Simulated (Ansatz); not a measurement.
## Pulling the pair apart

The pair of H2S (SMILES S, atoms 1–3) and SiH3F (SMILES [SiH3]F, atoms 4–8), both closed shells, in one local arrangement (a lower one may exist), relaxed at PBE0-D4/def2-TZVP:

```xyz
8
angstrom
S 0.2520 -0.5351 -2.3403
H 0.9539 0.6042 -2.4355
H -0.8493 0.1150 -1.9335
Si -0.0371 -0.0626 1.3557
F -1.1722 0.7320 0.5446
H 1.2888 0.4465 0.9384
H -0.1740 -1.5087 1.0741
H -0.2620 0.2086 2.7965
```

SiH3F is shifted rigidly along the line between the mean atom positions of the two fragments (negative: closer). Counterpoise interaction energies in kJ/mol. Computed with Ansatz 0.2.0 (basis: def2-TZVPPD); correlated methods freeze the cores.

```json
{"shift (Å)": "-0.37", "r2SCAN-D4": "-4.6", "PBE0-D4": "-5.2", "wB97M-V": "-4.2"}
{"shift (Å)": "-0.19", "r2SCAN-D4": "-8.1", "PBE0-D4": "-8.6", "wB97M-V": "-7.9"}
{"shift (Å)": "0.00", "r2SCAN-D4": "-9.1", "PBE0-D4": "-9.6", "wB97M-V": "-8.8"}
{"shift (Å)": "0.19", "r2SCAN-D4": "-8.7", "PBE0-D4": "-9.3", "wB97M-V": "-8.4"}
{"shift (Å)": "0.45", "r2SCAN-D4": "-7.4", "PBE0-D4": "-8.0", "wB97M-V": "-7.0"}
{"shift (Å)": "0.93", "r2SCAN-D4": "-4.7", "PBE0-D4": "-5.3", "wB97M-V": "-4.4"}
{"shift (Å)": "1.87", "r2SCAN-D4": "-1.8", "PBE0-D4": "-2.1", "wB97M-V": "-1.8"}
{"shift (Å)": "3.74", "r2SCAN-D4": "-0.4", "PBE0-D4": "-0.4", "wB97M-V": "-0.4"}
```

Problem. What does CCSD(T) give at these shifts? (An estimate is asked for; the value comes from the calculation.)

Solution. The calculation gives: -0.1, -4.9, -6.8, -7.0, -6.3, -4.2, -1.7, -0.4 kJ/mol. For zero shift, CCSD(T) at an estimated basis limit (MP2 extrapolated from triple and quadruple zeta, plus CCSD(T) − MP2 in triple zeta) gives -8.3 kJ/mol. These are counterpoise interaction energies, counted from the two frozen fragments.

T1 diagnostic: at most 0.012.

For scale, one of the runs: CCSD(T)/def2-TZVPPD, 224 basis functions, launched by `ansatz run in.yaml --threads 4 --pin off --events-out ev --progress --plain --max-ram 9574MiB`. Time: 36 s of wall clock on 4 CPU threads of an AMD EPYC 7R43; the host was shared. Peak host memory: 3.4 GiB.
